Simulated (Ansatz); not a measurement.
# Molecular dynamics of C₂H₅F

Input:

```yaml
crystal:
  periodic: [false, false, false]
  atoms:
    - { symbol: F, position_ang: [-0.094243, -0.651681, -2.243823] }
    - { symbol: H, position_ang: [0.016288, 0.126468, -2.850235] }
    - { symbol: C, position_ang: [-0.08919, -0.263028, 1.403048] }
    - { symbol: C, position_ang: [0.116945, 0.441525, 0.291085] }
    - { symbol: H, position_ang: [-0.352007, -1.327817, 1.374689] }
    - { symbol: H, position_ang: [-0.009816, 0.175809, 2.405684] }
    - { symbol: H, position_ang: [0.37747, 1.506942, 0.345888] }
    - { symbol: H, position_ang: [0.034553, -0.008218, -0.726236] }
basis:
  gaussian: { orbitals: STO-3G }
hamiltonian:
  xc: b3lyp
  dispersion: d4
md:
  timestep: 0.5
  n_steps: 500
  ensemble: nve
  temperature: 300.0
  initial_velocities: maxwell_boltzmann
  seed: 595927
scf:
  lower_state_search: "off"
```

Command:

```bash
$ ansatz run input.yaml --threads 1 --pin off --max-ram 2048MiB --backend cpu --events-out ev --progress --plain --runs-dir out
```

It starts from a relaxed structure.

Output, in part (step lines, the closing report, with atoms numbered from 0):

```
md step     0: t =     0.00 fs  T =   300.0 K  F+E_penalty+E_count = -4804.48784724 eV  E_kin = 0.232668 eV  conserved = -4804.25517924 eV  (11 SCF iters)
md step     1: t =     0.50 fs  T =   296.2 K  F+E_penalty+E_count = -4804.48489862 eV  E_kin = 0.229741 eV  conserved = -4804.25515805 eV  (19 SCF iters)
md step     2: t =     1.00 fs  T =   285.0 K  F+E_penalty+E_count = -4804.47609564 eV  E_kin = 0.221011 eV  conserved = -4804.25508492 eV  (19 SCF iters)
md step     3: t =     1.50 fs  T =   267.7 K  F+E_penalty+E_count = -4804.46261084 eV  E_kin = 0.207633 eV  conserved = -4804.25497765 eV  (12 SCF iters)
md step     4: t =     2.00 fs  T =   246.7 K  F+E_penalty+E_count = -4804.44615275 eV  E_kin = 0.191293 eV  conserved = -4804.25486011 eV  (12 SCF iters)
md step     5: t =     2.50 fs  T =   224.1 K  F+E_penalty+E_count = -4804.42858997 eV  E_kin = 0.173835 eV  conserved = -4804.25475451 eV  (12 SCF iters)
md step     6: t =     3.00 fs  T =   202.3 K  F+E_penalty+E_count = -4804.41160134 eV  E_kin = 0.156926 eV  conserved = -4804.25467522 eV  (12 SCF iters)
md step     7: t =     3.50 fs  T =   182.9 K  F+E_penalty+E_count = -4804.39644836 eV  E_kin = 0.141822 eV  conserved = -4804.25462624 eV  (12 SCF iters)
[... lines left out ...]
md step   497: t =   248.50 fs  T =   146.6 K  F+E_penalty+E_count = -4804.36822590 eV  E_kin = 0.113683 eV  conserved = -4804.25454292 eV  (12 SCF iters)
md step   498: t =   249.00 fs  T =   151.2 K  F+E_penalty+E_count = -4804.37192262 eV  E_kin = 0.117295 eV  conserved = -4804.25462767 eV  (12 SCF iters)
md step   499: t =   249.50 fs  T =   160.1 K  F+E_penalty+E_count = -4804.37889447 eV  E_kin = 0.124147 eV  conserved = -4804.25474762 eV  (12 SCF iters)
md step   500: t =   250.00 fs  T =   170.7 K  F+E_penalty+E_count = -4804.38724514 eV  E_kin = 0.132378 eV  conserved = -4804.25486751 eV  (12 SCF iters)
Total energy: -4804.38741276 eV, -176.5579808883 hartree
Atom 0 at    -0.143459    -0.588709    -2.217543 Å, force     0.052471    -0.129588    -0.539481 eV/Å
Atom 1 at     0.704953    -0.381993    -2.699092 Å, force    -0.222450    -0.036250     0.206889 eV/Å
Atom 2 at    -0.224075    -0.184576     1.375265 Å, force    -1.005071    -0.750996     1.524491 eV/Å
Atom 3 at     0.282658     0.312564     0.266997 Å, force     0.128200     0.660161    -0.491492 eV/Å
Atom 4 at    -0.854225    -1.083969     1.408554 Å, force    -0.068024    -0.006234    -0.452691 eV/Å
Atom 5 at    -0.151675     0.245129     2.383749 Å, force     0.608478     0.239620    -0.132683 eV/Å
Atom 6 at     0.919138     1.208904     0.315006 Å, force    -0.114619    -0.016647    -0.165639 eV/Å
Atom 7 at     0.008559    -0.099922    -0.735667 Å, force     0.621014     0.039934     0.050606 eV/Å
Dipole moment:     0.191889     0.003547    -0.356453 e Å
```

The steps, from the saved trajectory:

| time (fs) | T (K) | potential energy less start (eV) | conserved less start (meV/atom) |
| --- | --- | --- | --- |
| 0.0 | 300 | 0.000 | 0.00 |
| 8.0 | 178 | 0.095 | 0.05 |
| 16.0 | 186 | 0.088 | 0.04 |
| 24.0 | 129 | 0.134 | 0.07 |
| 32.0 | 124 | 0.137 | 0.07 |
| 40.0 | 192 | 0.084 | 0.03 |
| 48.0 | 103 | 0.154 | 0.08 |
| 56.0 | 132 | 0.131 | 0.04 |
| 64.0 | 125 | 0.136 | 0.04 |
| 72.0 | 133 | 0.130 | 0.03 |
| 80.0 | 169 | 0.102 | 0.02 |
| 88.0 | 91 | 0.162 | 0.07 |
| 96.0 | 178 | 0.095 | 0.04 |
| 104.0 | 166 | 0.105 | 0.07 |
| 112.0 | 173 | 0.099 | 0.04 |
| 120.0 | 187 | 0.088 | 0.06 |
| 128.0 | 143 | 0.123 | 0.06 |
| 136.0 | 205 | 0.074 | 0.02 |
| 144.0 | 238 | 0.048 | 0.01 |
| 152.0 | 208 | 0.072 | 0.03 |
| 160.0 | 218 | 0.064 | 0.03 |
| 168.0 | 124 | 0.137 | 0.07 |
| 176.0 | 145 | 0.121 | 0.06 |
| 184.0 | 138 | 0.126 | 0.03 |
| 192.0 | 106 | 0.151 | 0.07 |
| 200.0 | 123 | 0.137 | 0.04 |
| 208.0 | 110 | 0.147 | 0.05 |
| 216.0 | 217 | 0.064 | 0.02 |
| 224.0 | 197 | 0.080 | 0.02 |
| 232.0 | 214 | 0.067 | 0.05 |
| 240.0 | 179 | 0.095 | 0.05 |
| 248.0 | 148 | 0.119 | 0.08 |

All steps were run. The conserved energy stayed within 0.084 meV per atom of its start (net change 0.039 meV per atom), so the integration is sound. The temperature averaged 0.56 of the 300 K drawn at the start: a run that starts near a minimum puts about half its kinetic energy into the potential. A run of 0.25 ps of so small a system gives no equilibrium averages. Limits of this set-up: minimal basis.

The same pairs are bonded in the first frame and the last. Pairs count as bonded within 1.25 times the sum of covalent radii (0.12 Å more for H–H).

Last frame:

```xyz
8
Properties=species:S:1:pos:R:3
F -0.143 -0.589 -2.217
H 0.705 -0.382 -2.699
C -0.224 -0.185 1.375
C 0.283 0.313 0.267
H -0.854 -1.084 1.409
H -0.152 0.245 2.384
H 0.919 1.209 0.315
H 0.009 -0.100 -0.736
```

The run took 3.7 min on 1 thread of Arm Neoverse V2, on a shared host, peak memory 0.07 GiB.
